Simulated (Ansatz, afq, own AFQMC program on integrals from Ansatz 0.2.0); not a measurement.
AFQMC on a folder of integrals that Ansatz 0.2.0 wrote.

```yaml
crystal:
  periodic: [false, false, false]
  atoms:
    - {symbol: C, position_ang: [0.000000, 0.000000, 0.750789]}
    - {symbol: C, position_ang: [0.000000, 0.000000, -0.750789]}
    - {symbol: H, position_ang: [0.000000, 1.047809, 1.397155]}
    - {symbol: H, position_ang: [0.000000, -1.047809, 1.397155]}
    - {symbol: H, position_ang: [0.000000, 1.047809, -1.397155]}
    - {symbol: H, position_ang: [0.000000, -1.047809, -1.397155]}
basis:
  gaussian: {orbitals: 6-31G}
magnetization: {spin_polarized: false}
correlation: {method: ccsd_t, electrons: outside_noble_gas, hamiltonian_folder: ham}
```

```sh
$ ansatz run in.yaml --threads 1 --pin off --events-out ev --progress --plain --max-ram 1382MiB
```

afq runs on the folder ham with

```
--method free --trial cid --walkers 100 --time-step 0.08 --max-blocks 60 --target-error 0.00084 --factor-cut 0.001 --seed 8299 --times 0.0,0.48,0.96,2.0,3.04,4.0 --taylor-order 10
```

Times are imaginary, in 1/Eh. The walk had a cap of 212 s.

Log:

```
orbitals 24  electrons 6 6  factors 108 of 382
reference energy -77.91727797 Eh
CCSD correlation -0.23799889 Eh in 9 cycles, weight of the determinant in the CISD state 0.8569
repeat  energy at the last time / Eh  error
    10  -78.164133  0.001554
    20  -78.166111  0.001095
    30  -78.165936  0.000912
    40  -78.165099  0.000759
time / (1/Eh)  energy / Eh  error  mean overlap
  0.00  -78.154010  0.000456  1.1592
  0.48  -78.161738  0.000497  1.1538
  0.96  -78.163917  0.000474  1.1535
  2.00  -78.164327  0.000620  1.1637
  3.04  -78.163850  0.000620  1.2182
  4.00  -78.165118  0.000720  1.2307
energy -78.165118 +/- 0.000720 Eh
```

The run passed its tests (error under three times the target), which doesn't prove that it has relaxed.

Against this walk (error 19.6 meV) on the same determinant: CCSD(T) 45.2 meV higher, CCSDT(Q) 21.6 meV higher (within the noise). The error is statistical, and a free projection of finite length keeps a remainder of its start. The last points scatter (meV from the last: 92 ± 14 at 0.48, 33 ± 13 at 0.96, 22 ± 17 at 2.00, 34 ± 17 at 3.04, 0 ± 20 at 4.00); the last is the one printed as the energy, and the gaps above move with that scatter.

Cautions: remainder of the start not in the error; higher spins were not checked; restricted determinant unstable towards unrestricted (UHF 356 meV lower, ⟨S²⟩ 0.54); the coarse factor cut changes the integrals a little; the time-step error isn't removed.

The walk took 14 s on 1 thread of Arm Neoverse V2, with other jobs on the host. The log's last line is the free-projection energy.

CCSDT and higher add their correlation energy to the determinant of the CCSD(T) run, since their own runs factorise the integrals more tightly (a shift of under 2 meV). A walk keeps the symmetry of its determinant, which the program's search chose and which needn't be the lowest solution, so a lower state of the same spin and another symmetry isn't excluded.
